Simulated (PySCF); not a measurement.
Acrylamide: calculation and literature

Bonds (- single, = double, # triple, : aromatic): C1=C2 1.324 Å, C2-C3 1.489 Å, C3-N4 1.358 Å, C3=O5 1.214 Å. C1 carries H6, H7; C2 carries H8; N4 carries H9, H10. H6 is cis to C3; H10 is cis to the C=O or C=S heteroatom; H7 is trans to C3; H9 is trans to the C=O or C=S heteroatom.

Measured values that the calculation should reproduce: δ ¹H H8 6.48; H6 6.17; H7 5.71 ppm (measured; solution, not stated per compound (mostly CDCl3 or CCl4); Pretsch, Buehlmann, Badertscher, Structure Determination of Organic Compounds, 4th ed. (2009)).

Computational details: NMR shieldings at B97-2/pcSseg-2/GIAO, PBE0-D3(BJ)/def2-TZVP geometry, in PySCF 2.14.0 with density-fitted response routines (non-relativistic Hamiltonian, no solvent model, one conformer).

(1) Set the calculated values beside the experiment.

(2) How far are the unscaled ¹H shifts from the references?

## Answers

(1) 
Reference values: measured (solution, not stated per compound (mostly CDCl3 or CCl4); Pretsch, Buehlmann, Badertscher, Structure Determination of Organic Compounds, 4th ed. (2009)).
```csv
atoms,quantity,reference,computed,"computed, scaled"
H8,δ ¹H,6.48,6.25,6.01
H6,δ ¹H,6.17,7.00,6.71
H7,δ ¹H,5.71,5.96,5.74
```

Computed shifts are σ(ref) − σ with the named reference compound (TMS for H and C) calculated as an isolated molecule at the same level. The measured values may be among those fitted. Empirical linear scaling, fitted to shifts measured mostly in CDCl3 for H and C (δ vs TMS): ¹H (scatter 0.14 ppm rms, 0.16 ppm with the 4 outliers that the fit left out). Occasional misses reach two or three times the rms, and more in compound classes unlike the fitted ones. H not on carbon is unscaled (vs computed TMS).

(2) Mean signed difference +0.28 ppm, mean absolute 0.44 ppm over 3 comparisons; the largest is +0.83 ppm at H6 (hydrogen on a β carbon of a C=C–C=O unit).
